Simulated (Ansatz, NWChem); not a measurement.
**Exact exchange and the vertical energy of the triplet above the singlet of C2H6S (dimethyl sulfide)**

C2H6S: 9 atoms, total charge 0, spin state singlet. As SMILES, `CSC`. The coordinates come from a PBE0-D4/def2-TZVP relaxation.

The vertical energy of the triplet above the singlet y, in eV, basis cc-pVDZ; a is the functional's share of exact exchange. Programs: Ansatz 0.2.0, NWChem 7.3.0.

| functional | program | a | y (eV) |
| --- | --- | --- | --- |
| r2SCAN | Ansatz | 0 | 5.33 |
| TPSS | NWChem | 0 | 5.35 |
| B3LYP | Ansatz | 0.2 | ? |
| PBE0 | Ansatz | 0.25 | 5.40 |
| r2SCAN0 | Ansatz | 0.25 | 5.41 |
| BHLYP | Ansatz | 0.5 | 5.56 |

**Question.** Fit y = c + s·a to the known rows and predict B3LYP.

**Answer.** 
1. Means of the 5 rows: a = 0.2000, y = 5.410.
2. Σ(Δa)² = 0.175, Σ(Δa·Δy) = 0.0725, so the slope is 0.0725/0.175 = 0.41429.
3. Intercept: 5.410 − (0.41429) × 0.2000 = 5.327. The largest residual of the fit is 0.031.
4. B3LYP: 5.327 + (0.41429) × 0.2 = 5.41 eV.

The run gave 5.41 eV, so the prediction is off by 0.00 eV: they agree to the digits shown.
